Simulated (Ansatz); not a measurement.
# C3H4FNS: the cost of one run

Program: Ansatz 0.2.0. Level of theory: RHF/def2-SVP. These are calculated values, not measurements.

### 1 The system as given

Bond lengths: C1–N2 1.475 Å, N2–C3 1.186 Å, C3–C4 1.307 Å, C4–F5 1.353 Å, C4–S6 1.739 Å, C1–H7 1.046 Å, C1–H8 1.124 Å, C1–H9 1.113 Å, S6–H10 1.313 Å. Angles: C1–N2–C3 116.7°, N2–C1–H7 111.2°, N2–C1–H8 107.2°, N2–C1–H9 113.6°, H7–C1–H8 109.7°, H7–C1–H9 110.9°, H8–C1–H9 103.9°, N2–C3–C4 173.8°, C3–C4–F5 119.4°, C3–C4–S6 119.9°, F5–C4–S6 119.7°, C4–S6–H10 97.3°.

Structure file:

```xyz
10

C    -0.0150   -1.5172    1.1858
N     0.1431   -1.3708   -0.2735
C     0.0861   -0.2687   -0.7070
C     0.1652    0.9476   -1.1794
F     0.2760    1.1350   -2.5151
S    -0.1779    2.3026   -0.1455
H     0.0072   -2.5243    1.4693
H    -1.0087   -1.0693    1.4595
H     0.7186   -0.9223    1.7751
H    -0.1115    3.2362   -1.0662
```

### 2 End point A

File input.yaml:

```yaml
crystal:
  periodic: [false, false, false]
  atoms:
    - { symbol: C, position_ang: [-0.015, -1.5172, 1.1858] }
    - { symbol: "N", position_ang: [0.1431, -1.3708, -0.2735] }
    - { symbol: C, position_ang: [0.0861, -0.2687, -0.707] }
    - { symbol: C, position_ang: [0.1652, 0.9476, -1.1794] }
    - { symbol: F, position_ang: [0.276, 1.135, -2.5151] }
    - { symbol: S, position_ang: [-0.1779, 2.3026, -0.1455] }
    - { symbol: H, position_ang: [0.0072, -2.5243, 1.4693] }
    - { symbol: H, position_ang: [-1.0087, -1.0693, 1.4595] }
    - { symbol: H, position_ang: [0.7186, -0.9223, 1.7751] }
    - { symbol: H, position_ang: [-0.1115, 3.2362, -1.0662] }
basis:
  gaussian: { orbitals: def2-SVP }
hamiltonian:
  xc: hf
relax:
  f_tol: 0.015
  max_steps: 40
```

Started as:

```sh
$ ansatz run input.yaml --threads 2 --pin off --max-ram 3072MiB --backend cpu --events-out ev --progress --plain --runs-dir out
```

What time and memory should one allow on 2 threads of Intel Xeon Platinum 8488C (Sapphire Rapids), shared host?

About 24 s, with a peak of 0.24 GiB.
